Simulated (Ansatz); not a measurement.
# SO (sulfur oxide) at 6 levels

We compute a comparison of 6 runs (U-r2SCAN0/STO-3G, U-wB97X/STO-3G, UB2PLYP/STO-3G, UCCSDT(Q)/STO-3G, UCCSDT/STO-3G, UCCSD(T)/STO-3G) of SO (sulfur oxide). 

The calculation is run with Ansatz 0.2.0.

47 further runs of the same task are left out: 7 that didn't finish, 40 set aside as unsound or not needed.

## (1) Starting point

The species is SO (2 atoms), meant as a triplet with charge 0. SMILES: `O=S`. The S2–O1 distance was set to 2.962 Å, away from the relaxed value.

## (2) A single-point energy at U-r2SCAN0/STO-3G (run 1)

in.yaml

```yaml
crystal:
  periodic: [false, false, false]
  atoms:
    - {symbol: O, position_ang: [0.000000, 0.000000, -1.481113]}
    - {symbol: S, position_ang: [0.000000, 0.000000, 1.481087]}
basis:
  gaussian: {orbitals: STO-3G}
magnetization: {spin_polarized: true, initial_magnetization: 2}
hamiltonian: {xc: {name: r2SCAN0}}
accuracy: high
```

Launch:

```bash
$ ansatz run in.yaml --threads 1 --pin off --max-ram 2610MiB --events-out events.jsonl --progress --plain --runs-dir runs
```

Standard output:

```text
Warning: RAYON_NUM_THREADS=1 ignored (pool sized by the plan → 1); use --threads N
Functional definition: r2SCAN0
  name "r2SCAN0"
  parameter a = 0.25
  parameter k0 = 0.174
  parameter k1 = 0.065
  parameter a1 = 4.9479
  exchange = (1 - a)*r2scan_x(k0 = k0, k1 = k1, a1 = a1) + a*exact_x
  correlation = r2scan_c
205 factors; integrals over basis functions are off by at most 2.1e-8 eV
mean field evaluation 1: about -12689.2532 eV, gradient 3.8e1 eV
mean field evaluation 2: about -12673.4430 eV, gradient 5.7e0 eV
mean field evaluation 4: about -12676.9615 eV, gradient 1.4e1 eV
mean field evaluation 8: about -12725.7696 eV, gradient 1.2e0 eV
mean field evaluation 16: about -12725.8264 eV, gradient 3.0e-2 eV
mean field evaluation 32: about -12722.8549 eV, gradient 3.7e0 eV
mean field evaluation 64: about -12723.9152 eV, gradient 3.4e0 eV
mean field evaluation 96: about -12725.7117 eV, gradient 1.7e-1 eV
mean field evaluation 128: about -12726.0569 eV, gradient 1.9e-1 eV
mean field evaluation 160: about -12726.0667 eV, gradient 3.8e-2 eV
mean field evaluation 192: about -12725.8278 eV, gradient 3.1e-2 eV
mean field evaluation 224: about -12725.8158 eV, gradient 2.2e-2 eV
mean field evaluation 256: about -12726.0696 eV, gradient 1.3e-1 eV
mean field -12726.07862002 eV, -467.6747632398 hartree, gradient 5.2e-9 eV, S^2 2.968729; 20 other end points of the search recorded, 0 dependent functions left out
reference -12726.07862025 eV, -467.6747632484 hartree; 13, 11 occupied and 1, 3 virtual orbitals, 205 factors
Total energy: -12726.07862025 eV, -467.6747632484 hartree
```

Wall time 23 s (1 thread of AMD EPYC 9R45 (Zen 5), shared host); peak memory 0.17 GiB.

## (3) A single-point energy at U-wB97X/STO-3G (run 2)

molecule.yaml

```yaml
crystal:
  periodic: [false, false, false]
  atoms:
    - symbol: O
      position_ang: [0.000000, 0.000000, -1.481113]
    - symbol: S
      position_ang: [0.000000, 0.000000, 1.481087]
basis:
  gaussian:
    orbitals: STO-3G
magnetization:
  spin_polarized: true
  initial_magnetization: 2
hamiltonian:
  xc: {name: wB97X}
accuracy: high
```

Launch:

```bash
$ ansatz run molecule.yaml --threads 1 --pin off --max-ram 2610MiB --events-out events.jsonl --progress --plain --runs-dir runs
```

Standard output:

```text
Warning: RAYON_NUM_THREADS=1 ignored (pool sized by the plan → 1); use --threads N
[... 37 lines left out ...]
Total energy: -12726.59772925 eV, -467.6938401522 hartree
```

Run time: 44 s. Hardware: 1 thread of AMD EPYC 9R45 (Zen 5), shared host; peak memory 0.28 GiB.

Run 3 isn't shown in full; the table further down has it.

## (4) A single-point energy at UCCSDT(Q)/STO-3G (run 4)

job.yaml

```yaml
crystal:
  periodic: [false, false, false]
  atoms:
    - {symbol: O, position_ang: [0.000000, 0.000000, -1.481113]}
    - {symbol: S, position_ang: [0.000000, 0.000000, 1.481087]}
basis:
  gaussian:
    orbitals: STO-3G
magnetization:
  spin_polarized: true
  initial_magnetization: 2
correlation:
  method: ccsdt_q
  frozen_orbitals: {O: 1, S: 5}
accuracy: high
scf:
  omitted_lower_state_checks: [cluster_reference, increment]
```

Launch:

```bash
$ ansatz run job.yaml --threads 1 --pin off --max-ram 2610MiB --events-out events.jsonl --progress --plain --runs-dir runs
```

Standard output:

```text
Warning: RAYON_NUM_THREADS=1 ignored (pool sized by the plan → 1); use --threads N
[... 27 lines left out ...]
6 core orbitals not correlated: weight in the atoms' cores, before any rotation towards them, 1.000 or more for the frozen orbitals, at most 0.000 for the correlated occupied ones
[... 287 lines left out ...]
WARN: these amplitudes may be one of several solutions (largest doubles amplitude 0.96, level shift 0.00 eV)
Total energy: -12705.95070405 eV, -466.9350759712 hartree
Checks for a lower state left out: cluster_reference, increment
```

Wall time 0.68 s (1 thread of AMD EPYC 9R45 (Zen 5), shared host).

Run 5 isn't shown in full; the table further down has it.

## (5) A single-point energy at UCCSD(T)/STO-3G (run 6)

in.yaml

```yaml
crystal:
  periodic: [false, false, false]
  atoms:
    - symbol: O
      position_ang: [0.000000, 0.000000, -1.481113]
    - symbol: S
      position_ang: [0.000000, 0.000000, 1.481087]
basis:
  gaussian:
    orbitals: STO-3G
total_charge: 0
magnetization:
  spin_polarized: true
  initial_magnetization: 2
correlation:
  method: ccsd_t
  frozen_orbitals: {O: 1, S: 5}
accuracy: high
scf:
  omitted_lower_state_checks: [cluster_reference, increment]
```

Launch:

```bash
$ ansatz run in.yaml --threads 1 --pin off --max-ram 2610MiB --events-out events.jsonl --progress --plain --runs-dir runs
```

Standard output:

```text
Warning: RAYON_NUM_THREADS=1 ignored (pool sized by the plan → 1); use --threads N
[... 27 lines left out ...]
6 core orbitals not correlated: weight in the atoms' cores, before any rotation towards them, 1.000 or more for the frozen orbitals, at most 0.000 for the correlated occupied ones
[... 138 lines left out ...]
WARN: these amplitudes may be one of several solutions (largest doubles amplitude 0.96, level shift 0.00 eV)
Total energy: -12705.94824409 eV, -466.9349855692 hartree
Checks for a lower state left out: cluster_reference, increment
```

It took 0.4 s on 1 thread of AMD EPYC 9R45 (Zen 5), shared host.

## (6) Overview of the runs

| run | level | frozen core orbitals | energy (Eh) | ⟨S²⟩ | wall time |
| --- | --- | --- | --- | --- | --- |
| 1 | U-r2SCAN0/STO-3G | – | -467.674763 | 2.969 | 23 s |
| 2 | U-wB97X/STO-3G | – | -467.693840 | 2.973 | 44 s |
| 3 | UB2PLYP/STO-3G | 6 | -467.474695 | 2.980 | 9.9 s |
| 4 | UCCSDT(Q)/STO-3G | 6 | -466.935076 | 2.991 | 0.68 s |
| 5 | UCCSDT/STO-3G | 6 | -466.935058 | 2.991 | 0.62 s |
| 6 | UCCSD(T)/STO-3G | 6 | -466.934986 | 2.991 | 0.4 s |

## (7) What came out

| quantity | value |
| --- | --- |
| run 6: total energy | -466.93499 Eh |
| run 6: correlation energy (6 core orbitals frozen) | -32.5 mEh |
| run 6: (T) correction | -0.05 mEh |
| run 6: ⟨S²⟩ of the reference determinant | 2.991 |
| run 6: T1 diagnostic | 0.025 |

What this shows: Totals of different functionals can't be ranked against each other. In runs 1, 2, 3, 4, 5, 6 the basis is minimal, so the values are rough. Spin contamination of the reference: run 4 ⟨S²⟩ = 2.99, run 5 ⟨S²⟩ = 2.99, run 6 ⟨S²⟩ = 2.99, run 3 ⟨S²⟩ = 2.98, run 2 ⟨S²⟩ = 2.97, run 1 ⟨S²⟩ = 2.97. Where it is this large, the reference is a mixture of spin states, and values that rest on it are in doubt. All runs together took 79 s, the longest 44 s.
